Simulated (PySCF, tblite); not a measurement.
# C₅H₉F: magnetic properties

Aim: compute the magnetic properties of C₅H₉F (`C[C@@H]1C[C@@H]1CF`).

Programs: tblite 0.8.0 and PySCF 2.14.0, with routines of our own; each step states its level. All values are computed. Atoms count from 0.

### 1 The starting structure

15 atoms, charge 0, multiplicity 1; geometry from: force field or distance geometry start.

### 2 Optimising the geometry with GFN2-xTB, one coordinate held

Job settings and geometry (Å):

```
{"job": {"kind": "relax", "xc": "GFN2-xTB", "basis": "xTB"}, "charge": 0, "multiplicity": 1}
C      1.553800    -0.746400    -0.135400
C      0.785200     0.546400    -0.161000
C      0.097200     1.024300     1.095000
C     -0.723300     0.603300    -0.115300
C     -1.574100    -0.628300    -0.043000
F     -0.757800    -1.712700    -0.050900
H      1.146100    -1.454100     0.588500
H      1.523900    -1.204300    -1.120300
H      2.597500    -0.560400     0.124800
H      1.285300     1.280600    -0.764600
H      0.083200     0.394700     1.971600
H      0.124000     2.085300     1.318000
H     -1.212500     1.372900    -0.679800
H     -2.156100    -0.648900     0.869100
H     -2.250500    -0.712500    -0.904000
```

Command:

```bash
$ OMP_NUM_THREADS=1 python excited_run.py task.json out
```

This one command runs all jobs of the session in turn.

Output:

```text
step      E/eV     max force
  0    -544.03764    1.355
  1    -544.08317    1.130
  2    -544.12668    0.760
  3    -544.16124    0.604
  4    -544.17912    0.522
  5    -544.19035    0.355
  6    -544.19617    0.215
  7    -544.20146    0.232
  8    -544.20655    0.196
  9    -544.21100    0.161
 10    -544.21433    0.141
 11    -544.21670    0.102
 12    -544.21839    0.114
 13    -544.21949    0.087
 14    -544.22015    0.075
 15    -544.22067    0.061
 16    -544.22127    0.074
 17    -544.22191    0.090
 18    -544.22242    0.085
 19    -544.22274    0.069
 20    -544.22296    0.067
 21    -544.22319    0.074
 22    -544.22340    0.076
 23    -544.22357    0.077
 24    -544.22369    0.079
 25    -544.22379    0.084
 26    -544.22388    0.083
 27    -544.22394    0.075
 28    -544.22398    0.069
 29    -544.22401    0.071
 30    -544.22404    0.071
 31    -544.22406    0.069
 32    -544.22407    0.065
 33    -544.22408    0.065
 34    -544.22409    0.065
 35    -544.22410    0.064
```

It took 0.25 s on 1 thread of Arm Neoverse V1, shared host.

One coordinate is held by a constraint (a dihedral, as typed in the start), so the force along it need not vanish.

Step by step: (not every step is listed)

| step | energy from step 0 (eV) | largest force (eV/Å) |
| --- | --- | --- |
| 0 | 0.0000 | 1.3547 |
| 1 | -0.0455 | 1.1297 |
| 2 | -0.0890 | 0.7596 |
| 3 | -0.1236 | 0.6037 |
| 4 | -0.1415 | 0.5222 |
| 5 | -0.1527 | 0.3546 |
| 6 | -0.1585 | 0.2151 |
| 7 | -0.1638 | 0.2324 |
| 8 | -0.1689 | 0.1962 |
| 10 | -0.1767 | 0.1406 |
| 12 | -0.1807 | 0.1143 |
| 14 | -0.1825 | 0.0747 |
| 16 | -0.1836 | 0.0740 |
| 18 | -0.1848 | 0.0853 |
| 20 | -0.1853 | 0.0669 |
| 22 | -0.1858 | 0.0757 |
| 24 | -0.1861 | 0.0792 |
| 26 | -0.1862 | 0.0827 |
| 28 | -0.1863 | 0.0691 |
| 30 | -0.1864 | 0.0711 |
| 31 | -0.1864 | 0.0691 |
| 32 | -0.1864 | 0.0650 |
| 33 | -0.1864 | 0.0651 |
| 34 | -0.1865 | 0.0651 |
| 35 | -0.1865 | 0.0640 |

Close pairs (by a distance rule), those that changed most:

| bond | before (Å) | after (Å) | change (Å) |
| --- | --- | --- | --- |
| C2–C3 | 1.522 | 1.505 | -0.017 |
| C3–C4 | 1.499 | 1.515 | +0.016 |
| C4–F5 | 1.357 | 1.373 | +0.015 |
| C4–H13 | 1.082 | 1.098 | +0.015 |
| C1–C2 | 1.510 | 1.498 | -0.012 |
| C3–H12 | 1.073 | 1.084 | +0.012 |
| C1–H9 | 1.074 | 1.085 | +0.011 |
| C0–H6 | 1.091 | 1.085 | -0.006 |

The next job starts from the end point, and lists it.

### 3 Magnetic properties: GIAO B3LYP/pcSseg-1

Job settings and geometry (Å):

```
{"job": {"kind": "mag", "xc": "B3LYP", "basis": "pcSseg-1", "isotopologues": 0}, "charge": 0, "multiplicity": 1}
C      1.620670    -0.725470    -0.134358
C      0.802592     0.539959    -0.150781
C      0.097881     1.013138     1.083178
C     -0.704164     0.573060    -0.111844
C     -1.621322    -0.630150    -0.040877
F     -0.969732    -1.838121    -0.011595
H      1.263841    -1.419866     0.619379
H      1.583128    -1.221848    -1.101978
H      2.658758    -0.481390     0.085784
H      1.243547     1.311635    -0.773677
H      0.106302     0.351768     1.936822
H      0.116019     2.060691     1.343189
H     -1.164035     1.366267    -0.690750
H     -2.242433    -0.598151     0.863410
H     -2.269302    -0.661737    -0.924320
```

With the program's defaults for keys left out, this is: GIAO B3LYP/pcSseg-1 magnetisability, rotational g tensor and spin-rotation constants, non-relativistic, gas phase.

Output:

```text
coarse grid: 12096 points
cycle   1  E = -295.6083379256  dE =  6.581e-01  |g| = 5.702e-01  |ddm| = 3.273e+00
cycle   2  E = -295.5615505290  dE =  4.679e-02  |g| = 7.920e-01  |ddm| = 1.046e+00
cycle   3  E = -295.6735513565  dE = -1.120e-01  |g| = 7.178e-02  |ddm| = 6.296e-01
cycle   4  E = -295.6743384768  dE = -7.871e-04  |g| = 3.206e-02  |ddm| = 6.637e-02
cycle   5  E = -295.6745509673  dE = -2.125e-04  |g| = 5.465e-03  |ddm| = 2.846e-02
cycle   6  E = -295.6745565634  dE = -5.596e-06  |g| = 1.814e-03  |ddm| = 7.285e-03
final grid: 115992 points
cycle   7  E = -295.7274953580  dE = -3.735e-05  |g| = 7.822e-03  |ddm| = 2.353e-02
cycle   8  E = -295.7274835385  dE =  1.182e-05  |g| = 1.092e-02  |ddm| = 1.550e-02
cycle   9  E = -295.7275095627  dE = -2.602e-05  |g| = 7.923e-04  |ddm| = 8.940e-03
cycle  10  E = -295.7275096616  dE = -9.889e-08  |g| = 2.214e-04  |ddm| = 7.256e-04
cycle  11  E = -295.7275096694  dE = -7.763e-09  |g| = 5.303e-05  |ddm| = 2.083e-04
cycle  12  E = -295.7275096699  dE = -5.550e-10  |g| = 1.908e-05  |ddm| = 5.305e-05
converged SCF energy = -295.7275096699

Magnetisability tensor (1e-30 J/T^2)
    -1004.80       46.58       -2.06
       46.58    -1206.86       42.70
       -2.06       42.70     -955.04
isotropic -1055.57   principal values   -1223.70   -995.63   -947.37
isotropic susceptibility -63.568 1e-6 cm^3/mol

Inertial axes            a          b          c
rot. const./GHz      4.9240     3.2021     2.2809
chi total           -62.095    -68.971    -59.637
chi diamagnetic    -342.101   -455.988   -613.151
chi paramagnetic    280.005    387.016    553.514
quadrupole/D A       -0.946     -0.218      1.164
g nuclear            0.6394     0.5865     0.5853
g electronic        -0.6477    -0.5822    -0.5931
g total             -0.0083     0.0043    -0.0078

Spin-rotation constants (kHz, H = +C I.J)
atom  isotope        aa         bb         cc
  5    19F       -0.065      1.874      0.560
  6     1H       -0.351     -0.338     -0.048
  7     1H       -0.425     -0.229     -0.063
  8     1H        0.031     -0.293     -0.238
  9     1H       -0.222     -0.346     -0.103
 10     1H       -0.533     -0.369      0.002
 11     1H       -0.285     -0.123     -0.253
 12     1H       -0.531     -0.177     -0.112
 13     1H       -0.380     -0.185      0.020
 14     1H       -0.204     -0.335      0.049
  0    13C*       0.797      0.449      0.346
  1    13C*       0.708      0.539      0.327
  2    13C*       0.712      0.437      0.353
  3    13C*       0.805      0.399      0.366
  4    13C*       1.389      0.600      0.682
* in the singly substituted isotopologue
```

It took 21 s on 1 thread of Arm Neoverse V1, shared host; peak memory 0.79 GiB.

From this job:

| quantity | value |
| --- | --- |
| magnetisability | -1056·10⁻³⁰ J/T² |
| molar susceptibility | -63.6·10⁻⁶ cm³/mol |
| rotational g (a, b, c) | -0.0083, 0.0043, -0.0078 |

### 4 What came out

| quantity | value |
| --- | --- |
| magnetisability (step 3, GIAO B3LYP/pcSseg-1) | -1056·10⁻³⁰ J/T² |
| molar susceptibility (step 3, GIAO B3LYP/pcSseg-1) | -63.6·10⁻⁶ cm³/mol |
| rotational g (a, b, c) (step 3, GIAO B3LYP/pcSseg-1) | -0.0083, 0.0043, -0.0078 |

In words: The values above hold for this geometry and these levels alone. Vibrational averaging and real surroundings are missing from these values.
